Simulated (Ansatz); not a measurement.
`C#CC(=O)O`, 7 atoms. The species carries charge 0 and has multiplicity 1. All runs use 2 threads of a server CPU on a shared host. Correlated methods freeze the cores.

(1) How many basis functions does each run have, and how long does it take in Ansatz? RHF-CCSD(T)/def2-SVP energy; RKS BLYP-D4/def2-TZVPP energy; RKS B97M-V/def2-TZVPP energy; RKS r2SCAN0-D4/def2-TZVPP energy; RHF-MP2/def2-QZVPP energy; RKS PBE0-D4/def2-QZVPP energy; direct RPA on PBE orbitals/def2-TZVPP energy; RKS ωB97M-V/def2-QZVPP energy; RKS PBE0-D4/def2-TZVP relaxation (9 steps); RKS ωB97M-V/def2-SVP energy; RKS PBE0-D4/def2-SVP energy; RKS PBE0-D4/def2-TZVP frequencies. (Estimate.)

Answers

(1) Computed: Other jobs shared the machine, so times are rough.

| level | job | functions | wall time | peak host memory (GiB) |
| --- | --- | --- | --- | --- |
| RKS PBE0-D4/def2-SVP | energy | 80 | 0.6 s | 0.16 |
| RKS BLYP-D4/def2-TZVPP | energy | 183 | 1.3 s | 0.19 |
| RKS ωB97M-V/def2-SVP | energy | 80 | 2.1 s | 0.21 |
| RHF-CCSD(T)/def2-SVP | energy | 80 | 2.4 s | 0.27 |
| RKS r2SCAN0-D4/def2-TZVPP | energy | 183 | 2.8 s | 0.38 |
| direct RPA on PBE orbitals/def2-TZVPP | energy | 183 | 2.9 s | 0.35 |
| RKS PBE0-D4/def2-QZVPP | energy | 345 | 3.9 s | 0.9 |
| RKS B97M-V/def2-TZVPP | energy | 183 | 4.8 s | 0.25 |
| RKS ωB97M-V/def2-QZVPP | energy | 345 | 9.5 s | 1.1 |
| RHF-MP2/def2-QZVPP | energy | 345 | 10 s | 1.3 |
| RKS PBE0-D4/def2-TZVP | relaxation (9 steps) | 167 | 19 s | 0.34 |
| RKS PBE0-D4/def2-TZVP | frequencies | 167 | 58 s | 0.34 |
